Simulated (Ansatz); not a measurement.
# CH3S2 radical: small, medium and large basis sets

One table from this session's results is given with a row withheld; the runs are named, their logs left out.

Program: Ansatz 0.2.0, Gaussian basis. Level of theory: one geometry, several basis sets. These are calculated values, not measurements.

Levels to be run: PBE0-D4/def2-SVP; ωB97M-V/def2-SVP; PBE0-D4/def2-QZVPP; ωB97M-V/def2-QZVPP; the functionals' def2-TZVPP values are taken from earlier runs.

## The relaxed structure

An earlier PBE0-D4 in a triple-zeta def2 set relaxation fixed the geometry.

SMILES `CS[S]`, 6 atoms, charge 0, spin multiplicity 2.

Atoms are counted from 1 here; the program's logs count them from 0.

Bond lengths: C1–S2 1.804 Å, C1–H4 1.092 Å, C1–H5 1.089 Å, C1–H6 1.089 Å, S2–S3 1.944 Å. Angles: S2–C1–H4 107.3°, S2–C1–H5 109.6°, S2–C1–H6 109.6°, H4–C1–H5 110.1°, H4–C1–H6 110.1°, H5–C1–H6 110.1°, C1–S2–S3 106.2°.

Set-up of the first run:

Input file in.yaml:

```yaml
crystal:
  periodic: [false, false, false]
  atoms:
    - {symbol: C, position_ang: [-0.338506, 0.445014, -0.186914]}
    - {symbol: S, position_ang: [0.027665, -0.841363, 1.023310]}
    - {symbol: S, position_ang: [1.608041, -1.765404, 0.369652]}
    - {symbol: H, position_ang: [-1.223730, 0.978447, 0.164757]}
    - {symbol: H, position_ang: [0.505756, 1.129529, -0.260414]}
    - {symbol: H, position_ang: [-0.537127, -0.010223, -1.156491]}
basis:
  gaussian: {orbitals: def2-SVP}
magnetization: {spin_polarized: true, initial_magnetization: 1}
hamiltonian: {xc: pbe0, dispersion: d4}
output: {orbitals: {seedname: orbitals}}
```

Among the steps run: PBE0-D4 in def2-SVP; ωB97M-V in def2-SVP; PBE0-D4 in def2-QZVPP; ωB97M-V in def2-QZVPP.

One of the session's tables, all rows but one given; the rest of the session is left out.

It belongs to the step «Density functionals: the series». 

```
functional       basis  HOMO (eV)  LUMO (eV)
   PBE0-D4    def2-SVP          ?          ?
   PBE0-D4  def2-TZVPP      -6.58      -3.34
   PBE0-D4  def2-QZVPP      -6.62      -3.38
   ωB97M-V    def2-SVP      -8.40      -1.22
   ωB97M-V  def2-TZVPP      -8.50      -1.42
   ωB97M-V  def2-QZVPP      -8.55      -1.51
```

Estimate the missing values for PBE0-D4, def2-SVP.

As computed: HOMO (eV): -6.49; LUMO (eV): -3.25. In the column «HOMO (eV)» it is the highest.
